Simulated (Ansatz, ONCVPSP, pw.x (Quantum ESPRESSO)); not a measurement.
## pw.x on diamond Si: one setting changed

Potential: optimised norm-conserving Vanderbilt (ONCV), ONCVPSP 4.0.1.1 (patched build), PBE; core [Ne], reference 3s2 3p2; waves: 3s: rc 1.75 bohr, ncon 4, nbas 7, qcut 4.2 1/bohr, local; 3p: rc 1.85 bohr, ncon 4, nbas 7, qcut 5.4 1/bohr, 2 projectors, debl 0.8 Ha; d scattering state at 0.17 Ha: rc 1.90 bohr, ncon 4, nbas 8, qcut 5.1 1/bohr, 2 projectors, debl 1.9 Ha; local part: the s channel; core correction: Teter function, fcfact 4.5, rcfact 1.8.

The reference run (k-mesh 8³, cutoffs 50/200 Ry, Fermi–Dirac 0.01 Ry, mixing_beta 0.4, conv_thr 1e-9, no spin) gives -0.32 GPa at 20.463 Å³/atom, where all-electron LAPW gives -0.05 GPa. This run, with its own iteration cap, changes k-mesh points per axis to 4.

```
&control
  calculation='scf', prefix='x', pseudo_dir='./', outdir='./tmp', tstress=.true., disk_io='none'
/
&system
  ibrav=0, nat=2, ntyp=1, ecutwfc=50, ecutrho=200, nbnd=11,
  occupations='smearing', smearing='fd', degauss=0.01
/
&electrons
  conv_thr=1e-09, mixing_beta=0.4, electron_maxstep=60
/
ATOMIC_SPECIES
Si 1.0 Si.UPF
CELL_PARAMETERS angstrom
  0.00000000 2.73520428 2.73520428
  2.73520428 0.00000000 2.73520428
  2.73520428 2.73520428 0.00000000
ATOMIC_POSITIONS crystal
Si 0.0000 0.0000 0.0000
Si 0.2500 0.2500 0.2500
K_POINTS automatic
4 4 4 0 0 0
```

```bash
pw.x < Si.scf.in > Si.scf.out
```

How does the run end?

It converges in 8 iterations; the free energy moves by +90.5 meV/atom and the pressure by +0.57 GPa.

```
Message from routine setup:
     using ibrav=0 with symmetry is DISCOURAGED, use correct ibrav instead
     lattice parameter (alat)  =       7.3098  a.u.
     unit-cell volume          =     276.1823 (a.u.)^3
     number of electrons       =         8.00
     number of Kohn-Sham states=           11
     kinetic-energy cutoff     =      50.0000  Ry
     charge density cutoff     =     200.0000  Ry
     scf convergence threshold =      1.0E-09
     Exchange-correlation= PBE
     number of k points=     8  Fermi-Dirac smearing, width (Ry)=  0.0100
     iteration #  1     ecut=    50.00 Ry     beta= 0.40
     total energy              =     -19.19591732 Ry
     estimated scf accuracy    <       0.05938447 Ry
     iteration #  2     ecut=    50.00 Ry     beta= 0.40
     total energy              =     -19.19256776 Ry
     estimated scf accuracy    <       0.01653082 Ry
     iteration #  3     ecut=    50.00 Ry     beta= 0.40
     total energy              =     -19.19342091 Ry
     estimated scf accuracy    <       0.00020896 Ry
     iteration #  4     ecut=    50.00 Ry     beta= 0.40
     total energy              =     -19.19344259 Ry
     estimated scf accuracy    <       0.00000322 Ry
     iteration #  5     ecut=    50.00 Ry     beta= 0.40
     total energy              =     -19.19344371 Ry
     estimated scf accuracy    <       0.00000034 Ry
     iteration #  6     ecut=    50.00 Ry     beta= 0.40
     total energy              =     -19.19344376 Ry
     estimated scf accuracy    <       0.00000003 Ry
     iteration #  7     ecut=    50.00 Ry     beta= 0.40
     total energy              =     -19.19344377 Ry
     estimated scf accuracy    <          2.0E-09 Ry
     iteration #  8     ecut=    50.00 Ry     beta= 0.40
     the Fermi energy is     6.3525 ev
!    total energy              =     -19.19344377 Ry
     estimated scf accuracy    <          3.3E-10 Ry
     smearing contrib. (-TS)   =      -0.00071848 Ry
     The total energy is F=E-TS. E is the sum of the following terms:
     one-electron contribution =       5.29443132 Ry
     hartree contribution      =       1.12594257 Ry
     xc contribution           =      -8.93824508 Ry
     ewald contribution        =     -16.67485410 Ry
     convergence has been achieved in   8 iterations
          total   stress  (Ry/bohr**3)                   (kbar)     P=        2.48
     Message from routine punch:
     Nothing written, as per user request (disk_io='none')
```

The run took about 3 s on one core of a shared host (Neoverse-V1, 32 threads, 124 GiB, load 22).
